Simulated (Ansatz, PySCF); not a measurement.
Scan of CH4, singlet: flattening of a tetrahedron along the D2d path, bond length relaxed. Scanned: the two opposite H-C-H angles (109.47 = tetrahedral, 180 = square planar). Other coordinates (C-H bond length) were minimised at B3LYP/def2-TZVP. Each profile is relative to its own lowest point.

```json
[
 {"a / °": "90", "A": "0.606", "B": "0.642", "C": "0.698"},
 {"a / °": "95", "A": "0.332", "B": "0.351", "C": "0.382"},
 {"a / °": "100", "A": "0.141", "B": "0.149", "C": "0.162"},
 {"a / °": "105", "A": "0.031", "B": "0.033", "C": "0.036"},
 {"a / °": "109.47", "A": "0.000", "B": "0.000", "C": "0.000"},
 {"a / °": "115", "A": "0.047", "B": "0.050", "C": "0.054"},
 {"a / °": "120", "A": "0.168", "B": "0.179", "C": "0.193"},
 {"a / °": "130", "A": "0.629", "B": "0.667", "C": "0.723"},
 {"a / °": "140", "A": "1.361", "B": "1.446", "C": "1.573"},
 {"a / °": "150", "A": "2.336", "B": "2.485", "C": "2.717"}
]
```

Energies in eV.

**Question.** Assign the columns to these levels of theory: Ansatz (an electronic-structure program) with restricted PBE/cc-pVTZ; restricted MP2 (frozen core)/6-31G*, spherical d run with PySCF; PySCF with wB97X-V/cc-pVTZ.

**Answer.** A is RKS-PBE/cc-pVTZ; B is wB97X-V; C is RMP2/6-31G*.
